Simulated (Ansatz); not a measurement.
Results of r²SCANh in Ansatz (PAW) for bcc Fe.

Input file:

Ansatz 0.2 input:
```yaml
crystal:
  lattice:
    - [-1.4673807482, 1.4673807482, 1.4673807482]
    - [1.4673807482, -1.4673807482, 1.4673807482]
    - [1.4673807482, 1.4673807482, -1.4673807482]
  atoms:
    - { symbol: Fe, position: [0.0, 0.0, 0.0], spin: 2.5 }
basis:
  ecutwfc: 520
  ecutrho_ratio: 4
  xc_grid: 3
kpoints:
  mp_grid: { grid: [16, 16, 16] }
hamiltonian:
  xc: r2scanh
  dispersion: none
  pseudopotentials: { kind: paw }
scf:
  occupations: { method: fermi_dirac, width: 0.05 }
  convergence: { dr2_threshold: 0.0000000001 }
output:
  forces: false
  stress: true
  eigenvalues: true
magnetization:
  spin_polarized: true
```

From the output:

```
WARN output.stress: scf.exx.energy_threshold = 1e-6 eV is looser than the 1e-8 eV advised for a stress under a hybrid functional (1e-8 eV for each atom of the …
Crystal: 1 atoms, lattice volume = 12.638 Å³
Basis set: ecut = 520 eV, 321 PW (Γ), exchange–correlation on 60×60×60 points (27 copies of the dense FFT grid, shifted against one another)
Bands: 14, of which v1, the nominal top of the filled ones, is band 8 counted from 1 (7 counted from 0)
Symmetry: 48 space group operations
Space group: Im-3m (ITA 229), of the structure as read, at distance tolerance 2.3e-5 Å
k-points: 145 of 4096
Initial density: superposition of atomic densities (chi_scale 0.1, normalization cell)
Functional: x = r2scan, c = r2scan; τ floored in thin density (d = 2e-4 eV/Å³), warm-up for x = 0.9 r2scan + 0.1 exact, c = r2scan; τ floored in thin density (d = 2e-4 eV/Å³)
SCF 1 converged in 14 iterations: F = -4485.864348 eV  dr2 = 1.43e-13
Crystal: 1 atoms, lattice volume = 12.638 Å³
Initial density: handed on by an earlier stage of this run
Functional: x = 0.9 r2scan + 0.1 exact, c = r2scan; τ floored in thin density (d = 2e-4 eV/Å³)
Crystal: 1 atoms, lattice volume = 12.638 Å³
SCF 3 converged in 8 iterations: F = -4484.917994 eV  dr2 = 1.99e-11
Magnetization: 2.8661 μB (9.4331 up, 6.5669 down)
Free energy (F): -4484.917994 eV
Internal energy: -4484.915256 eV  (E = F + TS)
E sigma→0 (E₀):  -4484.916625 eV
Fermi energy:    16.539435 eV
--- Stress (GPa, compression-positive) ---
       -6.844062       0.000000       0.000000
        0.000000      -6.844062      -0.000000
       -0.000000      -0.000000      -6.844062
  P = ⅓ Tr σ = -6.8441 GPa (-68.441 kbar)
```

The cell is one volume of an energy–volume scan, off the minimum.

The PAW data were made under PBE.

Note: the run warned that the count of filled bands differs between k points.

Ansatz is a program for electronic structure.
